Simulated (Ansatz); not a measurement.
# CHO$_{3}$⁻, singlet: from triple and quadruple zeta to the limit

```xyz
5

O     0.1616   -1.1222   -0.6678
C     0.1986   -0.3011    0.2719
O     0.6260   -0.3887    1.4248
O    -0.3572    0.9680   -0.0569
H    -0.6290    0.8440   -0.9720
```

Connectivity, by distances: O–C(–OH)–O.

Ansatz 0.2.0, RHF determinant, valence electrons correlated. Energies in eV.

| set | X | functions | Hartree–Fock | MP2 correlation | CCSD(T) correlation | time |
| --- | --- | --- | --- | --- | --- | --- |
| def2-TZVPPD | 3 | 174 | -7162.3883 | -23.7813 | -24.6732 | 2.7 s on 1 × NVIDIA H100 80GB HBM3 with 1 thread of AMD EPYC 7R13 Processor (Zen 3) (shared host) |
| def2-QZVPPD | 4 | 294 | -7162.6737 | -25.5455 | -26.3290 | 5.5 s on 1 × NVIDIA H100 80GB HBM3 with 1 thread of AMD EPYC 7R13 Processor (Zen 3), on a shared host |

Hartree–Fock is taken to follow E(X) = E∞ + A·exp(−7.88·√X), correlation E(X) = E∞ + B·X^−2.97.

Problem. Work out the CCSD(T) energy at the limit, and how far the shortcut misses it that extrapolates MP2 and adds CCSD(T) minus MP2 from the smaller set.

Solution. Hartree–Fock: E∞ = E4 + 0.1377·(E4 − E3) = -7162.7131. Correlation: E∞ = E4 + 0.7407·(E4 − E3) = -27.5555 for CCSD(T) and -26.8524 for MP2. The limit is -7190.2686 eV, 1.266 eV below def2-QZVPPD. The shortcut gives a correlation energy of -26.8524 + (-0.8919) = -27.7443, 189 meV lower than the direct value.
